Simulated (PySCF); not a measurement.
# Building multiplets from coupling constants

Cartesian coordinates in Å; atom numbers follow the order of the lines, from 1:
```xyz
15

C     2.4921    0.2563    0.6076
C     1.0585   -0.0853    0.8441
C     0.1703   -0.3464   -0.1012
F     0.5454   -0.3034   -1.4090
C    -1.2764   -0.6840    0.0670
C    -2.1681    0.4762   -0.3804
H     2.7060    0.3113   -0.4562
H     3.1352   -0.4996    1.0579
H     2.7312    1.2141    1.0683
H     0.7310   -0.1275    1.8718
H    -1.4675   -0.9254    1.1126
H    -1.5007   -1.5635   -0.5420
H    -1.9591    0.7327   -1.4161
H    -3.2159    0.1997   -0.2956
H    -1.9864    1.3528    0.2369
```

[PySCF 2.14.0 with density-fitted response routines: shielding tensors at PBE0/pcSseg-1 (GIAO); spin–spin couplings from B3LYP/pcJ-1 (spin–dipole term only in couplings to heteroatoms); structure optimised with GFN2-xTB; averaged over atoms made equivalent by symmetry, fast rotation or ring inversion; one conformer; in vacuum; non-relativistic Hamiltonian]

Scale: TMS for $^{1}$H; $^{19}$F against CFCl3 (reference shieldings calculated alike).

Spectrometer: 800 MHz for $^{1}$H. First-order analysis; couplings under 1 Hz (under 4 Hz in carbon signals) are ignored, and nearly equal couplings are merged; the smaller ones broaden or split the lines further.

Problem. What pattern does H7/H8/H9 show ($^{1}$H)?

Solution. A doublet of doublets of triplets at δ 1.79: 7.6 Hz to H10 (1 × $^{1}$H, 3 bonds away), 3.5 Hz to F4 (1 × $^{19}$F, 4 bonds away), 1.0 Hz to H11/H12 (2 × $^{1}$H, 5 bonds away). Lines in Hz from the centre (relative intensity): +6.5 (1), +5.5 (2), +4.5 (1), +3.0 (1), +2.0 (2), +1.1 (1), -1.1 (1), -2.0 (2), -3.0 (1), -4.5 (1), -5.5 (2), -6.5 (1). The outer lines are 13.1 Hz apart, the sum of the couplings kept, or 0.016 ppm at this field.

Problem. What pattern does H13/H14/H15 show ($^{1}$H)?

Solution. A triplet at δ 1.20: 7.9 Hz to H11/H12 (2 × $^{1}$H, 3 bonds away). Lines in Hz from the centre (relative intensity): +7.9 (1), +0.0 (2), -7.9 (1). The outer lines are 15.8 Hz apart, the sum of the couplings kept, or 0.020 ppm at this field.

Problem. What pattern does H11/H12 show ($^{1}$H)?

Solution. A doublet of quartets of quartets at δ 2.19: 21.0 Hz to F4 (1 × $^{19}$F, 3 bonds away), 7.9 Hz to H13/H14/H15 (3 × $^{1}$H, 3 bonds away), 1.0 Hz to H7/H8/H9 (3 × $^{1}$H, 5 bonds away).

Problem. What pattern does F4 show ($^{19}$F)?

Solution. A doublet of triplets of quartets at δ -118.9: 28.2 Hz to H10 (1 × $^{1}$H, 3 bonds away), 21.0 Hz to H11/H12 (2 × $^{1}$H, 3 bonds away), 3.5 Hz to H7/H8/H9 (3 × $^{1}$H, 4 bonds away). Lines in Hz from the centre (relative intensity): +40.4 (1), +36.9 (3), +33.4 (3), +29.9 (1), +19.4 (2), +15.8 (6), +12.3 (6), +12.2 (1), +8.8 (2), +8.7 (3), +5.2 (3), +1.6 (1), -1.6 (1), -5.2 (3), -8.7 (3), -8.8 (2), -12.2 (1), -12.3 (6), -15.8 (6), -19.4 (2), -29.9 (1), -33.4 (3), -36.9 (3), -40.4 (1). The outer lines are 80.7 Hz apart, the sum of the couplings kept, or 0.107 ppm at this field.

Unscaled 3J(H,H) at this level run about 10 % above measured values.
